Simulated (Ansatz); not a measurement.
fcc Al was calculated with PBE-D4 (PAW; Ansatz, a quantum-chemistry and plane-wave program).

Run with plane-wave cutoff 520 eV, 24×24×24 k mesh, Fermi–Dirac smearing 0.05 eV, scalar-relativistic PAW data made under PBE.

Results at a series of volumes:

| V (Å³/atom) | E − E_lowest (meV/atom) | P (GPa) |
|---|---|---|
| 14.867 | 17.20 | 6.15 |
| 15.183 | 7.35 | 3.87 |
| 15.499 | 1.77 | 1.82 |
| 15.816 | 0.00 | 0.00 |
| 16.132 | 1.63 | -1.62 |
| 16.448 | 6.29 | -3.08 |
| 16.765 | 13.67 | -4.37 |

Task: Estimate the bulk modulus from the pressures at 15.499 and 16.132 Å³/atom, and compare it with a fit to all energies.

Result: B = −V dP/dV. Between V = 15.499 and 16.132 Å³/atom, dP/dV = (-1.62 − (1.82))/(16.132 − 15.499) = -5.43 GPa per Å³/atom; at the midpoint 15.816 Å³/atom this gives B ≈ 85.9 GPa. The third-order Birch–Murnaghan fit gives V0 = 15.816 Å³/atom, B0 = 86.0 GPa, B′ = 4.7, which lies within 1 % of that estimate.

Measured, for comparison: bulk modulus 80.8 GPa (corrected for temperature and zero-point phonon effects, our sources range from 77.1 to 82.0; as tabulated in Levämäki et al. (2014), arXiv:1402.3671); equilibrium volume per atom 16.22 Å³/atom (static lattice: zero-point anharmonic expansion removed; as tabulated in Mejia-Rodriguez and Trickey (2018), arXiv:1807.09216). Computed (rounded) less measured: bulk modulus +6 % (+5 % to +12 % over the range), equilibrium volume per atom -2.5 %.

The computed numbers hold no vibrational or temperature effects.
